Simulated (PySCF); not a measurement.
**CH4FO−, a complex of two parts: interaction energy**

One table from this session's results is given with a row withheld; the runs are named, their logs left out.

Computed with PySCF 2.14.0; each step states its level. No surroundings beyond the atoms listed, unless a continuum is named. Atoms count from 0, parts from 1.

## The system as given

7 atoms, charge -1, multiplicity 1; geometry: GFN2-xTB. Parts: 1 = atoms 0–5, `CO`, charge 0; 2 = atom 6, `[F-]`, charge -1.

Set-up of the first run:

Job settings and geometry (Å):

```
{"job": {"xc": "PBE0", "basis": "def2-TZVPD", "d3": "d3bj", "grid": 3, "kind": "geom", "shake": 0.01}, "charge": -1, "multiplicity": 1, "parts": [{"atoms": "0-5", "charge": 0, "multiplicity": 1}, {"atoms": "6-6", "charge": -1, "multiplicity": 1}]}
C     -0.423829    -0.057880     0.007665
O      0.912479    -0.223662     0.072977
H     -0.959355    -0.250235     0.963594
H     -0.855833    -0.712229    -0.748349
H     -0.716534     0.985500    -0.290479
H      1.364077     0.761570     0.075525
F      1.808040     2.061786     0.037648
```

The run is started by

```sh
> OMP_NUM_THREADS=1 python cluster_run.py task.json out
```

The driver reads the jobs from task.json and runs them one after another.

Steps of the session up to this table: Optimising the geometry at PBE0-D3(BJ)/def2-TZVPD; Coupled-cluster interaction energy: CCSD(T) and MP2, 1.29 Å; Coupled-cluster interaction energy: CCSD(T) and MP2, 1.36 Å; Coupled-cluster interaction energy: CCSD(T) and MP2, 1.43 Å; Coupled-cluster interaction energy: CCSD(T) and MP2, 1.23 Å; Coupled-cluster interaction energy: CCSD(T) and MP2, 1.62 Å; Coupled-cluster interaction energy: CCSD(T) and MP2, 1.17 Å; Coupled-cluster interaction energy: CCSD(T) and MP2, 1.94 Å; Coupled-cluster interaction energy: CCSD(T) and MP2, 2.59 Å.

One of the session's tables, all rows but one given; the rest of the session is left out.

It belongs to the step «Coupled-cluster interaction energy: CCSD(T) and MP2, 2.59 Å». 

```
                 method  interaction energy (kcal/mol)
         HF/aug-cc-pVDZ                         -14.56
        MP2/aug-cc-pVDZ                         -14.72
       CCSD/aug-cc-pVDZ                         -14.50
    CCSD(T)/aug-cc-pVDZ                         -14.64
         HF/aug-cc-pVQZ                         -14.58
        MP2/aug-cc-pVQZ                         -14.92
    SCS-MP2/aug-cc-pVQZ                         -14.61
      MP2, extrapolated                              ?
CCSD(T), limit estimate                         -14.87
```

Q: Estimate the row for MP2, extrapolated from the others.

The run gave: interaction energy (kcal/mol): -14.95. In the column «interaction energy (kcal/mol)» it is the lowest.
